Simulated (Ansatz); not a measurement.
# HF ··· H2S

The pair of HF (SMILES F, atoms 1–2) and H2S (SMILES S, atoms 3–5), both closed shells, in one local arrangement (a lower one may exist), relaxed at PBE0-D4/def2-TZVP:

F1  (0.629, 0.184, -2.026)
H2  (0.156, 0.069, -1.227)
S3  (-0.785, -0.174, 0.767)
H4  (0.181, -0.992, 1.213)
H5  (-0.181, 0.913, 1.273)
(Å)

Program: Ansatz 0.2.0. Basis: def2-TZVPPD, with def2-QZVPPD for the basis limit. Cores are frozen in the correlated methods. B3LYP uses VWN-RPA correlation. Extrapolation: Hartree–Fock as exp(−7.88 √X), correlation as X^−2.97. Interaction energies count from these two fragments, frozen as in the pair, with the counterpoise correction; negative means bound.

Q: What is the interaction energy by CCSD(T) at an estimated basis limit (MP2 extrapolated from triple and quadruple zeta, plus CCSD(T) − MP2 in triple zeta)? (To be estimated.)

A: The calculation gives: -5.10 kcal/mol. Hartree–Fock alone gives -3.00 kcal/mol at the basis limit. It counts from the two fragments frozen as in the pair.

The same quantity by other methods in triple zeta, and each one's difference from that estimate:
```tsv
method	E_int (kcal/mol)	difference
PBE-D4	-6.75	-1.65
revPBE-D4	-5.85	-0.75
BLYP-D4	-5.93	-0.83
r2SCAN-D4	-6.20	-1.10
B97M-V	-5.55	-0.45
PBE0-D4	-6.33	-1.23
B3LYP-D4	-5.93	-0.83
HSE06-D4	-6.33	-1.23
wB97X-V	-5.62	-0.52
wB97M-V	-5.41	-0.31
B2PLYP	-5.12	-0.02
HF	-3.01	2.09
MP2	-4.84	0.26
CCSD	-4.30	0.80
CCSD(T)	-4.65	0.45
```
Differences are method less estimate.

Q: Which atoms make the shortest contact between the fragments?

A: H2 and S3, 2.22 Å apart.

Basis-set superposition shift (counterpoise-corrected less uncorrected): CCSD(T) 0.60; MP2 0.58; HF 0.08; PBE0-D4 0.07; wB97M-V 0.10 kcal/mol.

The T1 diagnostic stays at or below 0.011.

For scale, one of the runs: CCSD(T)/def2-TZVPPD, 142 basis functions, launched by `ansatz run in.yaml --threads 2 --pin off --events-out ev --progress --plain --max-ram 5222MiB`. The run took 3.9 s on 2 CPU threads of an Intel Xeon 6975P-C (shared host), with 0.9 GiB of host memory at its peak.
